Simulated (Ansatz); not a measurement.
**Structure relaxation of Ni**

The calculation used Ansatz 0.2.0, DFT r2SCAN, scalar-relativistic, plane waves, PAW. Cutoff 500 eV, Γ-centred k mesh, Gaussian smearing, collinear spin, first started from parallel moments.

This is the end of a relaxation of cell and atoms.

```xyz
1
Lattice="-1.3827 1.3827 1.3827 1.3827 -1.3827 1.3827 1.3827 1.3827 -1.3827" Properties=species:S:1:pos:R:3 pbc="T T T"
Ni    0.0000    0.0000    0.0000
```

Energies count from the standard state of Ni at the same level.

What space group does it have?

Im-3m (No. 229). Conventional cell: a = 2.765 Å. Ni has 8 Ni at 2.39 Å and 6 Ni at 2.77 Å.

How far above the standard state of Ni does it lie?

0.12 eV/atom.

Is it a metal?

Yes, bands cross the Fermi level on the 28×28×28 mesh.

What net moment does it keep?

0.62 μB per atom, with site moments up to 0.68 μB.

The final run used a 28×28×28 mesh on its 1-atom cell and 0.10 eV smearing. For metals, differences of a few meV/atom aren't resolved. The magnetic state reached may not be the lowest.

This bcc form isn't the element's structure at ambient conditions.